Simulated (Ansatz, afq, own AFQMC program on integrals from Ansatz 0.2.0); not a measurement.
## Ni, triplet: AFQMC among the cluster methods

A free Ni atom.

Basis def2-SVP. Only valence electrons are correlated. Ansatz 0.2.0 and our own AFQMC program on the same integrals; the CISD trial comes from CCSD amplitudes, and released means the phaseless constraint is let go. Error bars are statistical, one sigma. The metal's outer-core s and p shells are frozen, which shifts wave-function levels against functionals.

Determinant: UHF, the one that the program's search chose, which needn't be the lowest solution.

No full CI on the walks' own integrals is used here; CCSDTQ serves as the reference and is uncertain by about the last step of the cluster series.

Cautions: no relativity below Rb; outer-core shells of the metal frozen.

The T1 diagnostic is 0.0129. The weight of the determinant in the CISD state is 0.920 and the ⟨S²⟩ of the determinant is 2.004. The size of the correlated space is 10 electrons in 22 orbitals.

```tsv
level	correlation energy (eV)
MP2	-5.0216
CCSD	-5.2201
CCSD(T)	-5.3586
```

Task: Estimate where phaseless AFQMC with a CISD trial lies against CCSD(T) on the same integrals.

Result: 1.8 ± 0.2 kJ/mol above CCSD(T).

Reference: CCSDTQ, correlation energy -5.352 eV. The released energy is read at 1.50 1/Eh (meV from the phaseless value at times in 1/Eh: -0.7 ± 2.3 at 0.24, -3 ± 3 at 0.50, -9.3 ± 2.0 at 1.00, -8 ± 3 at 1.50).

| level | E − E(reference) (kJ/mol) | share of correlation (%) |
| --- | --- | --- |
| CCSD(T) | -0.7 | 100.13 |
| CCSDT | -0.9 | 100.17 |
| CCSDT(Q) | 0.3 | 99.94 |
| ph-AFQMC/HF | 9.8 ± 1.4 | 98.10 |
| ph-AFQMC/CISD | 1.1 ± 0.2 | 99.78 |
| released AFQMC | 0.4 ± 0.3 | 99.93 |

CCSDT and higher add their correlation energy to the determinant of the CCSD(T) run, since their own runs factorise the integrals more tightly (a shift of under 2 meV). A walk keeps the symmetry of its determinant, which the program's search chose and which needn't be the lowest solution, so a lower state of the same spin and another symmetry isn't excluded. Released energies are given only where the last usable release times agree within the noise; a slower fall can still hide under it.
